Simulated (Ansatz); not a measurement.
Two shapes of singlet C₂H₂.

Shape 1:

```xyz
4

H     0.0000    0.0000   -1.5803
C     0.0000    0.0000   -0.5173
C     0.0000    0.0000    0.5173
H     0.0000    0.0000    1.5803
```

Shape 2:

```xyz
4

H     0.0000    0.0000   -1.7247
C     0.0000    0.0000   -0.6616
C     0.0000    0.0000    0.6616
H     0.0000    0.0000    1.7247
```

Basis set: cc-pVTZ (spherical functions). Correlated methods keep 2 orbitals frozen. Charge 0, multiplicity 1.

Computed with Ansatz (development build ahead of 0.2.0); the reference of a correlated method needn't be the lowest determinant of its kind.

Question: Which shape is lower in energy, and by how much in each method?

Answer:

```tsv
method	E(2) − E(1) (eV)
RHF-CCSD(T)	-1.691
UHF-CCSD(T)	-1.636
RHF-BCCD(T)	-1.691
UHF-BCCD(T)	-1.690
```

Shape 2 is lower. Caution: the reference determinant was not shown to be the lowest. Caution for UHF-CCSD(T): another reference gives a lower total.
